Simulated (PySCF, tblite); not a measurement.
## Complex of ammonia and fluoride

A gas-phase complex of ammonia and fluoride; charge -1, singlet. The structure comes from a short search (6 tight-binding starts) and was relaxed by PBE0-D3(BJ)/def2-TZVPD; another way of binding may lie lower. Frequencies by PBE0-D3(BJ)/def2-TZVPD show no clear imaginary mode.

| part | name | SMILES | atoms | charge | multiplicity |
| --- | --- | --- | --- | --- | --- |
| 1 | ammonia | N | 1–4 | 0 | 1 |
| 2 | fluoride | [F-] | 5 | -1 | 1 |

```xyz
5

N    -0.493   -0.358   -0.170
H     0.379   -0.567    0.308
H    -0.244   -0.334   -1.155
H    -0.712    0.661    0.085
F    -0.927    2.176    0.423
```
(Å; atoms numbered from 1)

Contacts between parts, classed by geometry: H4···F5 1.567 Å (hydrogen bond, 176°).

Interaction energies are complex less parts, with the parts frozen as they stand in it; counterpoise-corrected, in kcal/mol (PySCF). The CCSD(T) estimate is Hartree-Fock/aug-cc-pVQZ, plus the MP2 correlation part extrapolated as X⁻³ from aug-cc-pVTZ and aug-cc-pVQZ, plus CCSD(T) less MP2 in aug-cc-pVDZ; noble-gas cores are frozen. It isn't the exact limit.

Question: How strongly do the parts interact, level by level?

Answer: 
| level | interaction | superposition error removed |
| --- | --- | --- |
| Hartree-Fock/aug-cc-pVQZ | -15.16 | - |
| wB97M-D3(BJ)/def2-TZVPD | -17.02 | -0.07 |
| PBE0-D3(BJ)/def2-TZVPD | -18.38 | -0.06 |
| MP2/aug-cc-pVQZ | -17.56 | -0.56 |
| CCSD(T), estimated basis limit | -17.77 | - |

Question: What holds them together? Decompose the wB97M-D3(BJ)/def2-TZVPD energy: frozen parts, their antisymmetrised product, then relaxation.

Answer: electrostatic -28.2, Pauli repulsion +31.6, orbital relaxation -20.0, dispersion correction -0.5 kcal/mol, which sum to the value before the counterpoise correction; the Pauli term holds the exchange-correlation of the frozen density too. Of the attraction, 58 % is electrostatic, 41 % is orbital relaxation, 1 % is dispersion correction.

The parts were also relaxed and run alone, at the levels used for the complex: vibrations by PBE0-D3(BJ)/def2-TZVPD; shieldings by PBE0/aug-pcSseg-2; core levels by delta-SCF with SCAN, aug-pcX-2 on the ionised atom and aug-pcseg-1 elsewhere, spin-free X2C.

Values alone: N1–H4 bond (Å): 1.013; stretch carried by H4 (cm⁻¹, harmonic): 3502, 3630, 3630; its infrared intensity (km/mol): 4, 5, 5; shielding of H4 (ppm): 31.56; shielding of F5 (ppm): 479.9; shielding of N1 (ppm): 262.2; N1 1s core level (eV): 405.53; F5 1s core level (eV): 680.05.

Question: What does binding change?

Answer: 
| property | alone | in the complex | change |
| --- | --- | --- | --- |
| N1–H4 bond (Å) | 1.013 | 1.073 | +0.060 |
| stretch carried by H4 (cm⁻¹, harmonic) | 3502, 3630, 3630 | 2614 | -973 from the mean |
| its infrared intensity (km/mol) | 4, 5, 5 | 1653 |  |
| shielding of H4 (ppm) | 31.56 | 20.26 | -11.30 |
| shielding of F5 (ppm) | 479.9 | 387.6 | -92.3 |
| shielding of N1 (ppm) | 262.2 | 253.4 | -8.7 |
| N1 1s core level (eV) | 405.53 | 399.17 | -6.36 |
| F5 1s core level (eV) | 680.05 | 681.27 | +1.22 |

Density functionals tend to overstate the lengthening and the red shift of so strongly bound an X–H bond.
